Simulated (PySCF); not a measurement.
All values below come from B3LYP-D3(BJ)/def2-TZVP // PBE0-D4/def2-SVP run with PySCF. Gas-phase values, no solvent. B3LYP has the VWN-RPA correlation part, as in Gaussian. 

Reference species (SMILES): `N` (neutral, multiplicity 1).

The HOMO–LUMO gap is 8.03 eV and the HOMO comes out as -7.44 eV. The dipole moment is 1.78 D.

After one change: the HOMO–LUMO gap falls by 1.33 eV; the HOMO increases by 1.55 eV; the dipole moment falls by 1.40 D.

Which change was made? The new species is one of these.
A. `CO`
B. `O`
C. `c1ccncc1`
D. `CN(C)C`

D, `CN(C)C`
